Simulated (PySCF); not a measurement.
Process, species as SMILES: F[C]F (closed-shell singlet) + 3 [H][H] (H2) → C (CH4) + 2 F (HF)
B3LYP-D3(BJ)/def2-TZVP geometries, fixed; electronic energies without zero-point terms.
Largest species:
```
C
H 1 1.0892
H 1 1.0892 2 109.47
H 1 1.0892 2 109.47 3 120.00
H 1 1.0892 2 109.47 3 -120.00
```

Basis-set convergence of the energy of full hydrogenation at PBE with PySCF. All functions are spherical. Density fitting with generated auxiliary sets. No added dispersion term, no relativity. Functions are those of the species that has most. Reference: the value in def2-QZVPPD, -113.79 kcal/mol, itself unsure by roughly 1.07 kcal/mol (its mean distance from pcseg-3, def2-QZVPP, cc-pVQZ). Deviations are taken from unrounded values. Cost is core time over that of aug-pcseg-1, rough, on shared machines of one kind.

| basis | functions | cost |
|---|---|---|
| 6-31G** | 42 | 0.6× |
| pcseg-1 | 42 | 0.6× |
| 6-311G** | 54 | 0.7× |
| aug-pcseg-1 | 69 | 1× |
| pcseg-2 | 90 | 1× |
| aug-pcseg-2 | 138 | 3× |
| pcseg-3 | 192 | 5× |

Task: Which is the smallest set listed that can be trusted to 4 kcal/mol here, that is, within that of the reference together with its larger relatives (same family, alike in diffuse functions; a set with none to test it counts only in the reference's own line)?

Result: The smallest set listed that lies within 4 kcal/mol of the reference with all its larger relatives (same family, alike in diffuse functions; a set with none counts only in the reference's own line) is aug-pcseg-1 (69 functions, 1× in cost, 0.06 kcal/mol off). Value minus reference: 6-31G** 19.50, pcseg-1 10.31, 6-311G** 9.02, aug-pcseg-1 0.06, pcseg-2 0.57, aug-pcseg-2 -0.46, pcseg-3 -0.02 kcal/mol.
